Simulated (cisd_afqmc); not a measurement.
Input (AFQMC/CISD/aug-cc-pV(T+d)Z; cisd_afqmc is a phaseless AFQMC code with CISD trial states that reads the integrals written by Ansatz): A basis named .json is the Basis Set Exchange file of that set.

Ansatz 0.2 input:
```python
import cisd_afqmc

open("ham.yaml", "w").write("""\
crystal:
  periodic: [false, false, false]
  atoms:
    - {symbol: Cl, position_ang: [0.00000000, 0.00000000, 0.00000000]}
basis:
  gaussian:
    orbitals: aug-cc-pV_T+d_Z.json
magnetization: {spin_polarized: true, initial_magnetization: 1}
correlation: {method: ccsd, electrons: outside_noble_gas, hamiltonian_folder: ham}
scf: {lower_state_search: full}
""")
rep = cisd_afqmc.ansatz("ham.yaml")
e_ccsd = rep["correlation"]["coupled_cluster"]["energy"]["hartree"]
out = cisd_afqmc.run("ham", e_ccsd, trial="CISD", walkers=2000, populations=1, threads=12, dt=0.005, steps=40, early=24, settle=10, least=100,
    cut=5e-5, rank_cut=2e-4, target=0.0004, seconds=1000, seed=4, memory=62639, gpu=True)
```

Output:

```
orbitals 50, occupied [4, 3], factors 228 of 317, rank of the doubles 178 of 325
E(HF) = -459.486089
E(CCSD) on the cut factors = -459.671459, shift to the whole factors 0.000007
Energy of the trial state on the determinant = -459.671403
  tau behind 7.2 of longer steps, mean of the populations' last blocks
   2.0  -459.67847
   4.0  -459.67815
   6.0  -459.67841
   8.0  -459.67831
  10.0  -459.67846
  12.0  -459.67799
  14.0  -459.67817
  16.0  -459.67820
  18.0  -459.67793
  20.0  -459.67841
  22.0  -459.67818
blocks 100 (0 outliers left out), error by blocks joined: 1: 0.00005, 2: 0.00005, 4: 0.00006, 8: 0.00007
E(AFQMC/CISD) = -459.67822 +/- 0.00007
```
